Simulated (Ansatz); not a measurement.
## What a trial cell of Os2Rh relaxes into

All numbers below come from DFT PBE, scalar-relativistic, plane waves, PAW (Ansatz).

Os2Rh was placed on the cubic Laves (C15) structure type (Fd-3m, No. 227), with Rh in place of Mg, Os in place of Cu, at a guessed volume.

Input of the last, converged step (default PAW datasets):

```yaml
crystal:
  lattice:
    - [0.0, 3.594131157, 3.594131157]
    - [3.594131157, 0.0, 3.594131157]
    - [3.594131157, 3.594131157, 0.0]
  atoms:
    - { symbol: Os, position: [0.125, 0.125, 0.125] }
    - { symbol: Os, position: [0.625, 0.125, 0.125] }
    - { symbol: Os, position: [0.125, 0.125, 0.625] }
    - { symbol: Os, position: [0.125, 0.625, 0.125] }
    - { symbol: Rh, position: [0.5, 0.5, 0.5] }
    - { symbol: Rh, position: [0.75, 0.75, 0.75] }
basis:
  ecutwfc: 420
kpoints:
  mp_grid: { grid: [10, 10, 10] }
hamiltonian:
  xc: pbe
scf:
  occupations: { method: gaussian, width: 0.1 }
output:
  forces: true
  stress: true
  eigenvalues: true
relax:
  adjacent_minimum: "off"
  f_tol: 0.01
  max_steps: 80
  cell: { stress_tol: 0.05 }
```

Launched as:

```bash
ansatz run input.yaml --threads 1 --pin off --max-ram 2560MiB --backend cpu --events-out ev --progress --plain --runs-dir out
```

It took 110 s on 1 thread of Arm Neoverse N1, with other jobs on the host, peak memory 0.49 GiB.

End of the output:

```
SCF converged after 8 iterations
Free energy (F): -58339.442577 eV
Harris-Foulkes:  -58339.442577 eV  (|F-HF|=7.28e-12)
Internal energy: -58339.381821 eV  (E = F + TS)
E sigma→0 (E₀):  -58339.412199 eV
Entropy (-TS):   -0.060756 eV (-10.126 meV/atom)
Fermi energy:    21.916690 eV
--- Per-component energies (eV) ---
  E_band       = -696.464928
  E_kinetic    = 3390.535910
  E_local      = -7218.662836  (includes V_loc(G=0)·N_el)
  E_nonlocal   = 706.514193
  E_hartree    = 2747.308163
  E_xc         = -1505.621418
  E_vxc        = -1686.438289  (∫ρ·V_xc dr)
  E_paw        = -43223.098327  (= ΣΔE_a)
  E_vpaw       = -1383.031745  (= ΣTr[D̂ρ^β])
  E_aug_tail   = 0.001512  (compensation charges beyond the density's cutoff)
  E_ewald      = -13236.359018
  E_smearing   = -0.060756  (= −TS)
  E_closure    =  0.000000  (closes the sum)
  Σ components = -58339.442577   (vs F -58339.442577, Δ=0.00e0)
--- Forces (eV/Å), atoms counted from 1 ---
  atom   1  Os     0.00000000     0.00000000     0.00000000
  atom   2  Os     0.00000000     0.00000000     0.00000000
  atom   3  Os     0.00000000     0.00000000     0.00000000
  atom   4  Os     0.00000000     0.00000000     0.00000000
  atom   5  Rh     0.00000000     0.00000000     0.00000000
  atom   6  Rh     0.00000000     0.00000000     0.00000000
  max |Σ_I F_I| component: 2.54e-17 eV/Å
--- Stress (GPa, compression-positive) ---
       -0.007593       0.000000       0.000000
        0.000000      -0.007593       0.000000
        0.000000       0.000000      -0.007593
  P = ⅓ Tr σ = -0.0076 GPa (-0.076 kbar)
--- Relaxed structure (3 steps of the walk, 2 accepted, 1 SCFs on fresh bases) ---
  F+E_penalty+E_count = -58339.44257695 eV   max|allowed force component| = 6.168e-17 eV/Å   (the final SCF, on the basis selected at the relaxed cell)
  cell:  # Å, volume = 93.1071 Å³
    - [0.000000, 3.597364, 3.597364]
    - [3.597364, 0.000000, 3.597364]
    - [3.597364, 3.597364, 0.000000]
  atoms:
    - { symbol: Os, position: [0.125, 0.125, 0.125] }
    - { symbol: Os, position: [0.625, 0.125, 0.125] }
    - { symbol: Os, position: [0.125, 0.125, 0.625] }
    - { symbol: Os, position: [0.125, 0.625, 0.125] }
    - { symbol: Rh, position: [0.5, 0.5, 0.5] }
    - { symbol: Rh, position: [0.75, 0.75, 0.75] }
```

Absolute energies hang on the potentials; compare differences alone.

The result has space group Fd-3m (No. 227). Around Os lie 6 Os at 2.54 Å and 6 Rh at 2.98 Å; Rh has 12 Os at 2.98 Å and 4 Rh at 3.12 Å.

Against the elements it lies at 0.76 eV/atom. The zero of energy is the elements' standard structures at the same level; no fitted shifts are applied.

For metals, differences of a few meV/atom aren't resolved. Spin–orbit coupling is left out.

A structure relaxed within its symmetry needn't be a true minimum.